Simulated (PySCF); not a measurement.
2-methyl-1-pyrroline, C5H9N.
Cartesian coordinates in Å at the GFN2-xTB level; atoms count from 1:
```xyz
15
C5H9N angstrom
C      2.1491   -0.4173    0.2163
C      0.6753   -0.3116    0.0628
N     -0.0808   -1.3140   -0.0544
C     -1.4559   -0.9076   -0.1865
C     -1.4884    0.6437   -0.1537
C     -0.0174    1.0343    0.0397
H      2.6475    0.1008   -0.6020
H      2.4619    0.0501    1.1489
H      2.4481   -1.4609    0.2173
H     -2.0250   -1.3552    0.6322
H     -1.8471   -1.3144   -1.1223
H     -1.8877    1.0410   -1.0851
H     -2.1117    1.0018    0.6635
H      0.3688    1.6498   -0.7740
H      0.1587    1.5675    0.9753
```

Jobs on this species (15 atoms, 46 electrons) with PySCF (density fitting). Hardware of each: one thread, Arm Neoverse V2 (aarch64), no GPU, shared host. The host was shared with other jobs, so the times are rough. Peak memory is the resident size of the whole Python process, interpreter and libraries included.

```json
{"level and settings": "mPW1PW91/cc-pVDZ, IEF-PCM acetonitrile, grid level 1", "work": "shieldings, ring-centre shieldings", "basis functions": "129", "SCF cycles": "?", "wall time": "?", "peak memory": "?"}
{"level and settings": "LC-wPBE/aug-pcSseg-1, start guess vsap", "work": "spin–spin couplings from 15 perturbed nuclei, spin–dipole term for 1 of them", "basis functions": "237", "SCF cycles": "12", "wall time": "60 s", "peak memory": "0.87 GiB"}
{"level and settings": "revPBE/3-21G, fitting basis def2-qzvpp-jkfit, start guess huckel", "work": "shieldings, ring-centre shieldings", "basis functions": "72", "SCF cycles": "14", "wall time": "7.3 s", "peak memory": "0.42 GiB"}
```

Question: Fill in the missing figures.

Answer: 
- mPW1PW91/cc-pVDZ, IEF-PCM acetonitrile, grid level 1; shieldings, ring-centre shieldings: 7.5 s, 0.78 GiB, 9 SCF cycles

Question: What do all jobs in the table cost together?

Answer: About 75 s; the longest takes about 80 % of that, and about 8.2 times as long as the shortest.
